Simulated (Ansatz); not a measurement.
Basis-set extrapolation for `C[SiH2][S]` radical (PBE0-D4/def2-TZVP geometry, frozen core, Ansatz). Multiplicity 2, UHF reference.

```csv
,def2-TZVPP,def2-QZVPP
HF,-727.295886,-727.318158
MP2 correlation,-0.447587,-0.482262
CCSD(T) correlation,-0.519343,not run
```

Energies in hartree. Use E(X) = E(∞) + A·exp(−7.88·√X) for Hartree–Fock and E(X) = E(∞) + B·X^(−2.97) for correlation, with X = 3 and 4, and add CCSD(T) minus MP2 of the smaller set to the MP2 limit.

Q: What is the CCSD(T) energy at the basis-set limit?

A: HF limit: -727.318158 + (-0.022272) × 0.13774 = -727.32123. MP2 limit: -0.482262 + (-0.034675) × 0.74074 = -0.50795. Higher-order term: -0.519343 − (-0.447587) = -0.07176. Total: -727.90094 hartree, 225.0 kJ/mol below CCSD(T)/def2-TZVPP.
